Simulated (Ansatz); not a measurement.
A made-up structure of CH₂NaO, doublet:

```json
{"atom": "O1", "x (Å)": "-0.0851", "y (Å)": "-0.5835", "z (Å)": "0.8700"}
{"atom": "C2", "x (Å)": "-0.0492", "y (Å)": "0.1407", "z (Å)": "-0.3225"}
{"atom": "Na3", "x (Å)": "-1.0730", "y (Å)": "-0.3339", "z (Å)": "2.9543"}
{"atom": "H4", "x (Å)": "0.4021", "y (Å)": "-1.4080", "z (Å)": "0.7784"}
{"atom": "H5", "x (Å)": "0.5359", "y (Å)": "-0.4107", "z (Å)": "-1.0784"}
```

It is relaxed with PBE-D4/def2-SVP and then PBE0-D4/def2-TZVP (Ansatz 0.2.0). Atoms count as bonded within 1.22 times the sum of their covalent radii (H–H: 0.88 Å). The end point is not checked to be a true minimum.

(1) Does its bonding change? (Judge from chemistry; the calculation decides.)

Results:

(1) Computed: Yes. Formed: C2–Na3; broken: O1–Na3.

Where it ends: The first stage lowers the energy by 0.96 eV in 17 steps. It ends as CH₂NaO ([OH][CH][Na]):
```json
{"atom": "O1", "x (Å)": "0.5951", "y (Å)": "-1.2976", "z (Å)": "0.9203"}
{"atom": "C2", "x (Å)": "-0.1839", "y (Å)": "-0.2003", "z (Å)": "0.5513"}
{"atom": "Na3", "x (Å)": "-1.5461", "y (Å)": "0.6580", "z (Å)": "2.1264"}
{"atom": "H4", "x (Å)": "1.0056", "y (Å)": "-1.6948", "z (Å)": "0.1462"}
{"atom": "H5", "x (Å)": "-0.1401", "y (Å)": "-0.0607", "z (Å)": "-0.5425"}
```

Labels in which every atom is bracketed show which atoms are joined, not bond orders.

For scale, one of the runs: PBE0-D4/def2-TZVP relaxation, 106 basis functions, launched by `ansatz run in.yaml --threads 2 --pin off --events-out ev --progress --plain --max-ram 4352MiB`. Hardware: 2 CPU threads of an Arm Neoverse V2, shared host. Wall time about 26 s.
